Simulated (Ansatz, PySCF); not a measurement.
System: NH, charge 0, multiplicity 3. 
Coordinates optimised at B3LYP-D3(BJ)/def2-TZVP (Ansatz, a quantum-chemistry and plane-wave program):
```xyz
2

N      0.0000     0.0000    -0.1302
H      0.0000     0.0000     0.9116
```
Charge 0, spin multiplicity 3.

Total electronic energies in hartree. Cores are frozen in the correlated levels unless marked. UHF or UKS for open shells. Spin-orbit coupling is left out. Non-relativistic. CBS(X,Y): correlation extrapolated as X^-3; Hartree-Fock from the larger set (for Q and 5 zeta extrapolated as (X+1)exp(-9√X)).

| level | program | energy (Eh) |
|---|---|---|
| HF/def2-QZVPP | Ansatz | -54.98583 |
| r2SCAN-D4/def2-TZVPD | Ansatz + dftd4 | -55.21459 |
| TPSSh-D4/def2-TZVPD | PySCF + dftd4 | -55.25143 |
| MN15/def2-TZVPD | PySCF | -55.17124 |
| RPA@PBE/cc-pVTZ | Ansatz | -55.23611 |
| MP2/aug-cc-pVTZ | Ansatz | -55.12200 |
| MP2/CBS(def2-TZVPP,def2-QZVPP) | Ansatz | -55.1414 |
| CCSD/6-31G* | Ansatz | -55.07808 |
| CCSD(T)/CBS(cc-pVQZ,cc-pV5Z) | Ansatz | -55.1626 |

Totals of different functionals don't rank their quality; only differences between species are comparable.
